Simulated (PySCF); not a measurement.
**Adding and removing an electron: CN**

ROHF; C def2-TZVPPD, N def2-TZVPPD; no relativity (PySCF 2.14). Neutral (ROHF): doublet (σ ↑), Re = 1.128 Å, ωe = 2456 cm⁻¹, De = 3.79 eV, HOMO -13.99 eV, LUMO -0.27 eV.

CN⁺ (ROHF): triplet (σ ↑, π ↑), Re = 1.183 Å, ωe = 2171 cm⁻¹, De = 2.20 eV to C⁺ + N. The energies at the minima are -92.22582 hartree for CN and -91.77129 for CN⁺.

Question: Work out the adiabatic ionisation energy, without and with harmonic zero-point energies (1 hartree = 27.2114 eV, 1 eV = 8065.5 cm⁻¹), and the change of the bond length.

Answer: At ROHF: 0.45453 hartree = 12.368 eV between the minima; the zero-point term (2171.0 − 2456.0)/2 cm⁻¹ = -0.018 eV makes it 12.351 eV. Re changes by +5.5 pm against the neutral. The electron leaves a π orbital, and the longer bond of the ion fits a bonding orbital, or a change in how ionic the bond is.

CN⁻ (RHF): singlet (closed shell), Re = 1.151 Å, ωe = 2332 cm⁻¹. The energies at the minima are -92.22582 hartree for CN and -92.34518 for CN⁻.

Question: Work out the adiabatic electron affinity, without and with harmonic zero-point energies (1 hartree = 27.2114 eV, 1 eV = 8065.5 cm⁻¹), and the change of the bond length.

Answer: At HF: 0.11936 hartree = 3.248 eV between the minima; the zero-point term (2456.0 − 2332.0)/2 cm⁻¹ = +0.008 eV makes it 3.256 eV. Re changes by +2.3 pm against the neutral. The electron enters a σ orbital, and the longer bond of the ion fits an antibonding orbital, or a change in how ionic the bond is.

For an ion De counts to the pair picked by the measured ionisation energies or electron affinities, which need not be the lowest pair at this level. UHF is strongly spin-contaminated for CN, so the ROHF reference used there is far from stable. Hartree–Fock leaves out correlation, which carries a large part of most bond energies and some tenths to 1 eV of ionisation energies. States were picked by a PBE0 search and need not be the measured ground states.
